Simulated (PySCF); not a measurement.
# Difluoroborane (BHF₂): spin-spin couplings and electronic excitations at several levels of theory, part 2 of 2

PySCF 2.14.0. Atoms count from 0. The steps go on from the part before.

### Step 10. Ultraviolet spectrum: BHandHLYP/def2-SVPD

What the job is given:

```
{"job": {"kind": "uv", "xc": "BHandHLYP", "basis": "def2-SVPD", "ip": true}, "charge": 0, "multiplicity": 1}
F     -0.579687    -1.163534     0.011121
B      0.063276    -0.019108    -0.019462
F     -0.645041     1.086499    -0.031102
H      1.265212     0.015253    -0.036737
```

With the program's defaults for keys left out, this is: TDDFT BHandHLYP/def2-SVPD, vertical, gas phase, core orbitals frozen in the response.

Standard output:

```text
coarse grid: 3880 points
cycle   1  E = -224.9291193691  dE =  1.961e-01  |g| = 5.561e-01  |ddm| = 2.226e+00
cycle   2  E = -224.9275726155  dE =  1.547e-03  |g| = 6.065e-01  |ddm| = 8.018e-01
cycle   3  E = -224.9850601087  dE = -5.749e-02  |g| = 2.669e-02  |ddm| = 3.851e-01
cycle   4  E = -224.9852101413  dE = -1.500e-04  |g| = 6.629e-03  |ddm| = 4.598e-02
cycle   5  E = -224.9852212371  dE = -1.110e-05  |g| = 3.890e-04  |ddm| = 1.005e-02
cycle   6  E = -224.9852213138  dE = -7.663e-08  |g| = 5.681e-05  |ddm| = 1.318e-03
final grid: 39792 points
cycle   7  E = -225.0029724117  dE = -1.356e-05  |g| = 9.554e-04  |ddm| = 1.827e-02
cycle   8  E = -225.0029725709  dE = -1.591e-07  |g| = 2.150e-04  |ddm| = 1.533e-03
cycle   9  E = -225.0029725765  dE = -5.604e-09  |g| = 1.271e-04  |ddm| = 3.690e-04
cycle  10  E = -225.0029725789  dE = -2.418e-09  |g| = 4.705e-05  |ddm| = 1.112e-04
cycle  11  E = -225.0029725792  dE = -3.459e-10  |g| = 3.344e-06  |ddm| = 3.145e-05
converged SCF energy = -225.0029725792

Static polarisability (au): isotropic 15.490, principal 13.283 16.466 16.720

Singlet excitations
state   eV       nm        f      main configurations
  1   9.1002    136.2   0.05992   H->L 0.97
  2  10.7526    115.3   0.00000   H-1->L 0.96
  3  11.2070    110.6   0.00815   H->L+1 0.98
  4  11.8820    104.3   0.00888   H-2->L 0.75, H->L+3 0.18
  5  12.2736    101.0   0.36833   H->L+2 0.97
  6  12.3516    100.4   0.06071   H->L+3 0.51, H-1->L+1 0.33, H-2->L 0.10
  7  13.0312     95.1   0.00000   H-2->L+1 0.90
  8  13.0722     94.8   0.28670   H-1->L+1 0.59, H->L+3 0.25, H-2->L 0.10
  9  13.1506     94.3   0.02517   H-4->L 0.93
 10  13.3690     92.7   0.02779   H-3->L 0.87

Triplet excitations (Tamm-Dancoff, eV): 7.9267 10.5159 10.5245 10.7298
Vertical ionisation energy (delta-SCF) = 14.4931 eV
```

Run time: 3.6 s. Hardware: 1 thread of Arm Neoverse V1, shared host; peak memory 0.35 GiB.

Key values: HOMO -12.64 eV, LUMO 0.58 eV; lowest singlet 9.10 eV.

### Step 11. Excited states and response: CAM-B3LYP/def2-SVPD

What the job is given:

```
{"job": {"kind": "uv", "xc": "CAM-B3LYP", "basis": "def2-SVPD", "ip": true}, "charge": 0, "multiplicity": 1}
F     -0.579687    -1.163534     0.011121
B      0.063276    -0.019108    -0.019462
F     -0.645041     1.086499    -0.031102
H      1.265212     0.015253    -0.036737
```

Level: TDDFT CAM-B3LYP/def2-SVPD, vertical, gas phase, core orbitals frozen in the response.

Standard output:

```text
coarse grid: 3880 points
cycle   1  E = -224.9400311291  dE =  2.094e-01  |g| = 5.815e-01  |ddm| = 2.234e+00
cycle   2  E = -224.9192085615  dE =  2.082e-02  |g| = 7.361e-01  |ddm| = 9.059e-01
cycle   3  E = -225.0018893229  dE = -8.268e-02  |g| = 2.728e-02  |ddm| = 4.438e-01
cycle   4  E = -225.0020550020  dE = -1.657e-04  |g| = 7.255e-03  |ddm| = 4.990e-02
cycle   5  E = -225.0020696741  dE = -1.467e-05  |g| = 4.578e-04  |ddm| = 1.151e-02
cycle   6  E = -225.0020697948  dE = -1.206e-07  |g| = 8.138e-05  |ddm| = 1.818e-03
final grid: 39792 points
cycle   7  E = -225.0289525601  dE = -2.579e-05  |g| = 1.133e-03  |ddm| = 2.374e-02
cycle   8  E = -225.0289527648  dE = -2.047e-07  |g| = 5.517e-04  |ddm| = 1.984e-03
cycle   9  E = -225.0289527960  dE = -3.115e-08  |g| = 3.377e-04  |ddm| = 6.074e-04
cycle  10  E = -225.0289528133  dE = -1.731e-08  |g| = 4.891e-05  |ddm| = 2.240e-04
cycle  11  E = -225.0289528137  dE = -3.992e-10  |g| = 5.637e-06  |ddm| = 4.242e-05
converged SCF energy = -225.0289528137

Static polarisability (au): isotropic 16.439, principal 14.000 17.438 17.879

Singlet excitations
state   eV       nm        f      main configurations
  1   8.6416    143.5   0.04962   H->L 0.98
  2   9.9020    125.2   0.00000   H-1->L 0.98
  3  10.5890    117.1   0.01174   H->L+1 0.97
  4  11.1610    111.1   0.02185   H-2->L 0.82, H->L+3 0.10
  5  11.5776    107.1   0.00322   H-1->L+1 0.58, H->L+3 0.36
  6  11.7496    105.5   0.33972   H->L+2 0.96
  7  12.1500    102.0   0.00000   H-2->L+1 0.92
  8  12.3023    100.8   0.32169   H->L+3 0.49, H-1->L+1 0.33, H-2->L 0.12
  9  12.4246     99.8   0.02670   H-4->L 0.95
 10  12.6688     97.9   0.02176   H-3->L 0.86

Triplet excitations (Tamm-Dancoff, eV): 7.5940 9.6637 9.7955 10.1506
Vertical ionisation energy (delta-SCF) = 14.2976 eV
```

Run time: 4.1 s. Hardware: 1 thread of Arm Neoverse V1, shared host; peak memory 0.35 GiB.

Key values: HOMO -12.49 eV, LUMO 0.65 eV; lowest singlet 8.64 eV.

### Step 12. Excited states and response: wB97X-D/def2-SVPD

What the job is given:

```
{"job": {"kind": "uv", "xc": "wB97X-D", "basis": "def2-SVPD", "ip": true}, "charge": 0, "multiplicity": 1}
F     -0.579687    -1.163534     0.011121
B      0.063276    -0.019108    -0.019462
F     -0.645041     1.086499    -0.031102
H      1.265212     0.015253    -0.036737
```

With the program's defaults for keys left out, this is: TDDFT wB97X-D/def2-SVPD, vertical, gas phase, core orbitals frozen in the response.

Standard output:

```text
coarse grid: 3880 points
cycle   1  E = -224.9311454518  dE =  2.053e-01  |g| = 5.916e-01  |ddm| = 2.213e+00
cycle   2  E = -224.9305846311  dE =  5.608e-04  |g| = 6.618e-01  |ddm| = 8.370e-01
cycle   3  E = -224.9970336387  dE = -6.645e-02  |g| = 3.031e-02  |ddm| = 3.809e-01
cycle   4  E = -224.9972630184  dE = -2.294e-04  |g| = 7.739e-03  |ddm| = 6.022e-02
cycle   5  E = -224.9972838649  dE = -2.085e-05  |g| = 7.007e-04  |ddm| = 1.955e-02
cycle   6  E = -224.9972841824  dE = -3.176e-07  |g| = 9.742e-05  |ddm| = 3.676e-03
final grid: 39792 points
cycle   7  E = -225.0238001990  dE = -4.946e-05  |g| = 5.147e-03  |ddm| = 8.844e-02
cycle   8  E = -225.0238011530  dE = -9.540e-07  |g| = 5.340e-03  |ddm| = 1.504e-02
cycle   9  E = -225.0238053003  dE = -4.147e-06  |g| = 3.398e-04  |ddm| = 2.797e-03
cycle  10  E = -225.0238053417  dE = -4.136e-08  |g| = 1.120e-04  |ddm| = 1.476e-03
cycle  11  E = -225.0238053456  dE = -3.905e-09  |g| = 1.376e-05  |ddm| = 2.683e-04
cycle  12  E = -225.0238053457  dE = -1.293e-10  |g| = 2.516e-06  |ddm| = 4.171e-05
converged SCF energy = -225.0238053457

Static polarisability (au): isotropic 16.271, principal 13.920 17.239 17.655

Singlet excitations
state   eV       nm        f      main configurations
  1   8.7690    141.4   0.05207   H->L 0.98
  2  10.0720    123.1   0.00000   H-1->L 0.98
  3  10.7947    114.9   0.00450   H->L+1 0.97
  4  11.3359    109.4   0.02718   H-2->L 0.85
  5  11.8615    104.5   0.00206   H-1->L+1 0.60, H->L+3 0.33
  6  11.9124    104.1   0.35107   H->L+2 0.96
  7  12.4107     99.9   0.00000   H-2->L+1 0.91
  8  12.5358     98.9   0.02857   H-4->L 0.96
  9  12.5565     98.7   0.32231   H->L+3 0.51, H-1->L+1 0.31, H-2->L 0.10
 10  12.6937     97.7   0.03691   H-3->L 0.90

Triplet excitations (Tamm-Dancoff, eV): 7.8307 9.8587 10.0231 10.4396
Vertical ionisation energy (delta-SCF) = 14.2266 eV
```

Run time: 3.8 s. Hardware: 1 thread of Arm Neoverse V1, shared host; peak memory 0.35 GiB.

Key values: HOMO -12.92 eV, LUMO 1.57 eV; lowest singlet 8.77 eV.

### Step 13. TDDFT and polarisability: LC-wPBE/def2-SVPD

What the job is given:

```
{"job": {"kind": "uv", "xc": "LC-wPBE", "basis": "def2-SVPD", "ip": true}, "charge": 0, "multiplicity": 1}
F     -0.579687    -1.163534     0.011121
B      0.063276    -0.019108    -0.019462
F     -0.645041     1.086499    -0.031102
H      1.265212     0.015253    -0.036737
```

Level: TDDFT LC-wPBE/def2-SVPD, vertical, gas phase, core orbitals frozen in the response.

Standard output:

```text
coarse grid: 3880 points
cycle   1  E = -224.8515786346  dE =  2.149e-01  |g| = 5.977e-01  |ddm| = 2.138e+00
cycle   2  E = -224.8647660310  dE = -1.319e-02  |g| = 6.194e-01  |ddm| = 8.419e-01
cycle   3  E = -224.9219691154  dE = -5.720e-02  |g| = 3.651e-02  |ddm| = 3.590e-01
cycle   4  E = -224.9223225384  dE = -3.534e-04  |g| = 9.360e-03  |ddm| = 6.428e-02
cycle   5  E = -224.9223605501  dE = -3.801e-05  |g| = 9.737e-04  |ddm| = 2.219e-02
cycle   6  E = -224.9223612167  dE = -6.666e-07  |g| = 1.466e-04  |ddm| = 4.636e-03
final grid: 39792 points
cycle   7  E = -224.9604383159  dE = -2.913e-05  |g| = 7.949e-03  |ddm| = 2.380e-02
cycle   8  E = -224.9604353960  dE =  2.920e-06  |g| = 8.275e-03  |ddm| = 8.239e-03
cycle   9  E = -224.9604465144  dE = -1.112e-05  |g| = 1.406e-04  |ddm| = 4.224e-03
cycle  10  E = -224.9604465213  dE = -6.881e-09  |g| = 3.737e-05  |ddm| = 3.526e-04
cycle  11  E = -224.9604465217  dE = -4.059e-10  |g| = 1.153e-05  |ddm| = 6.560e-05
converged SCF energy = -224.9604465217

Static polarisability (au): isotropic 16.335, principal 13.945 17.232 17.828

Singlet excitations
state   eV       nm        f      main configurations
  1   8.7039    142.4   0.04877   H->L+1 0.96
  2  10.0063    123.9   0.00000   H-1->L+1 0.95
  3  11.0478    112.2   0.00761   H->L 0.93
  4  11.3318    109.4   0.03829   H-2->L+1 0.84
  5  11.8647    104.5   0.00192   H-1->L 0.55, H->L+3 0.33
  6  12.0692    102.7   0.36299   H->L+2 0.91
  7  12.4960     99.2   0.00000   H-2->L 0.83, H-2->L+2 0.09
  8  12.6129     98.3   0.03224   H-4->L+1 0.93
  9  12.7397     97.3   0.34887   H->L+3 0.46, H-1->L 0.29, H->L+5 0.09
 10  12.8804     96.3   0.03300   H-3->L+1 0.88

Triplet excitations (Tamm-Dancoff, eV): 7.5313 9.7527 9.9051 10.5693
Vertical ionisation energy (delta-SCF) = 14.3463 eV
```

It took 5.2 s on 1 thread of Arm Neoverse V1, shared host; peak memory 0.35 GiB.

Key values: HOMO -13.84 eV, LUMO 2.01 eV; lowest singlet 8.70 eV.

### Step 14. Excited states and response: PBE0/6-31G*

What the job is given:

```
{"job": {"kind": "uv", "xc": "PBE0", "basis": "6-31G*"}, "charge": 0, "multiplicity": 1}
F     -0.579687    -1.163534     0.011121
B      0.063276    -0.019108    -0.019462
F     -0.645041     1.086499    -0.031102
H      1.265212     0.015253    -0.036737
```

With the program's defaults for keys left out, this is: TDDFT PBE0/6-31G*, vertical, gas phase, core orbitals frozen in the response.

Standard output:

```text
coarse grid: 3880 points
cycle   1  E = -224.9448305583  dE =  2.130e-01  |g| = 6.118e-01  |ddm| = 1.812e+00
cycle   2  E = -224.8867211204  dE =  5.811e-02  |g| = 8.709e-01  |ddm| = 8.152e-01
cycle   3  E = -225.0059420578  dE = -1.192e-01  |g| = 1.054e-02  |ddm| = 4.806e-01
cycle   4  E = -225.0059688807  dE = -2.682e-05  |g| = 1.784e-03  |ddm| = 1.176e-02
cycle   5  E = -225.0059696626  dE = -7.820e-07  |g| = 2.461e-04  |ddm| = 1.877e-03
final grid: 39792 points
cycle   6  E = -225.0113669704  dE = -1.968e-05  |g| = 1.174e-03  |ddm| = 1.351e-02
cycle   7  E = -225.0113672080  dE = -2.376e-07  |g| = 8.106e-04  |ddm| = 1.981e-03
cycle   8  E = -225.0113673331  dE = -1.250e-07  |g| = 3.180e-04  |ddm| = 6.755e-04
cycle   9  E = -225.0113673483  dE = -1.527e-08  |g| = 5.210e-05  |ddm| = 2.045e-04
cycle  10  E = -225.0113673488  dE = -4.220e-10  |g| = 1.616e-05  |ddm| = 4.010e-05
converged SCF energy = -225.0113673488

Static polarisability (au): isotropic 12.007, principal 9.142 13.387 13.493

Singlet excitations
state   eV       nm        f      main configurations
  1   8.8293    140.4   0.03832   H->L 0.99
  2   9.8411    126.0   0.00000   H-1->L 1.00
  3  11.3740    109.0   0.06034   H-2->L 0.92
  4  12.4477     99.6   0.02212   H-4->L 0.98
  5  12.6743     97.8   0.00000   H-3->L 0.82, H->L+1 0.14
  6  12.9059     96.1   0.00000   H-5->L 1.00
  7  13.2621     93.5   0.35572   H->L+1 0.83, H-3->L 0.13
  8  13.7186     90.4   0.00324   H-1->L+1 0.72, H->L+2 0.26
  9  14.1751     87.5   0.00000   H-2->L+1 0.98
 10  14.6644     84.5   0.30623   H->L+2 0.66, H-1->L+1 0.26

Triplet excitations (Tamm-Dancoff, eV): 7.8917 9.5666 9.6552 10.7696
```

It took 1.2 s on 1 thread of Arm Neoverse V1, shared host; peak memory 0.35 GiB.

Key values: HOMO -10.50 eV, LUMO 0.34 eV; lowest singlet 8.83 eV.

### Step 15. Comparing the runs: spin-spin couplings

Couplings (Hz), each a mean over the pairs like the one named, with basis size and wall time:

```
          run   F0–F2  B1–H3   F0–B1  F0–H3  functions   time
B3LYP/cc-pVTZ  -259.8  206.7  -166.2   98.4        104  2.6 s
 B3LYP/6-31G*  -165.6  219.6   -58.3   95.8         44  1.1 s
```

### Step 16. Run by run: electronic excitations

Excitations and ground-state properties, with basis size and wall time:

| run | lowest singlet (eV) | brightest (eV) | f | gap (eV) | α (Å³) | μ (D) | functions | time |
| --- | --- | --- | --- | --- | --- | --- | --- | --- |
| HF/def2-SVPD | 9.95 | 13.18 | 0.428 | 17.37 | 2.12 | 1.15 | 74 | 0.78 s |
| LDA/def2-SVPD | 7.92 | 10.93 | 0.281 | 7.44 | 2.61 | 0.84 | 74 | 3.8 s |
| PBE/def2-SVPD | 8.07 | 10.89 | 0.263 | 7.66 | 2.59 | 0.81 | 74 | 7.4 s |
| B3LYP/def2-SVPD | 8.53 | 11.50 | 0.311 | 9.95 | 2.46 | 0.93 | 74 | 3.4 s |
| PBE0/def2-SVPD | 8.60 | 11.71 | 0.323 | 10.48 | 2.42 | 0.92 | 74 | 3.5 s |
| BHandHLYP/def2-SVPD | 9.10 | 12.27 | 0.368 | 13.22 | 2.30 | 1.05 | 74 | 3.6 s |
| CAM-B3LYP/def2-SVPD | 8.64 | 11.75 | 0.340 | 13.15 | 2.44 | 0.97 | 74 | 4.1 s |
| wB97X-D/def2-SVPD | 8.77 | 11.91 | 0.351 | 14.49 | 2.41 | 0.95 | 74 | 3.8 s |
| LC-wPBE/def2-SVPD | 8.70 | 12.07 | 0.363 | 15.85 | 2.42 | 0.94 | 74 | 5.2 s |
| PBE0/6-31G* | 8.83 | 13.26 | 0.356 | 10.84 | 1.78 | 0.68 | 44 | 1.2 s |

Measured dipole: 0.97 D (gas; NIST CCCBDB Release 22 (SRD 101), experimental dipoles).

### Step 17. Outcome

The summary covers parts 1 to 2.

| quantity | value |
| --- | --- |
| point group | C2v |
| rotational constants (main isotopes) | 73.83, 10.50, 9.19 GHz |
| largest coupling of the table (B3LYP/cc-pVTZ) | ²J(F,F) F0–F2, -259.8 Hz |
| lowest singlet (HF/def2-SVPD) | 9.95 eV (125 nm), f = 0.086 |
| brightest single state of those computed | state 4, 13.18 eV, f = 0.428 |
| lowest triplet | 8.29 eV |
| vertical ionisation energy (ΔSCF) | 14.16 eV |
| range of J(F0,F2), mean over like pairs | -259.8 to -165.6 Hz |
| range of the lowest singlet | 7.92 to 9.95 eV |

Single values in the summary come from the first run of each kind that ended normally (B3LYP/cc-pVTZ; HF/def2-SVPD), which need not be the best level. The optimisation took 8 steps and gained 0.094 eV; among the close pairs (by a distance rule), B1–H3 changed most, from 1.284 to 1.203 Å. No frequency check was run at this level, so the end point may be a saddle. Of the pairs tabulated at B3LYP/cc-pVTZ, F0–F2 couples most strongly (-259.8 Hz; Fermi contact 1.5 Hz). Density functionals describe couplings to fluorine poorly, F–F couplings above all, so those rows are rough. The first singlet state (HOMO→LUMO+1 0.87) lies at 9.95 eV and is bright; of the 10 states computed, the strongest absorption comes from state 4 at 13.18 eV. The lowest triplet lies 1.66 eV below the lowest singlet (triplets in Tamm-Dancoff, singlets in full TDDFT). At HF/def2-SVPD, the highest states lie near or above the ionisation energy, where they hang on the basis. ΔSCF puts the ionisation energy at 14.16 eV, 1.11 eV below −ε(HOMO). The coupling F0–F2, as a mean over pairs of its kind, runs from -259.8 Hz (B3LYP/cc-pVTZ) to -165.6 Hz (B3LYP/6-31G*). The lowest singlet runs from 7.92 eV (LDA/def2-SVPD) to 9.95 eV (HF/def2-SVPD), while the orbital gap spans 7.44 to 17.37 eV. The lowest state need not be the same one in every run. The runs solved for a few states only, so the brightest column depends on that window. Couplings from bases without tight functions are rough. One molecule ranks no method: errors cancel, and vibration and temperature are missing from all runs.
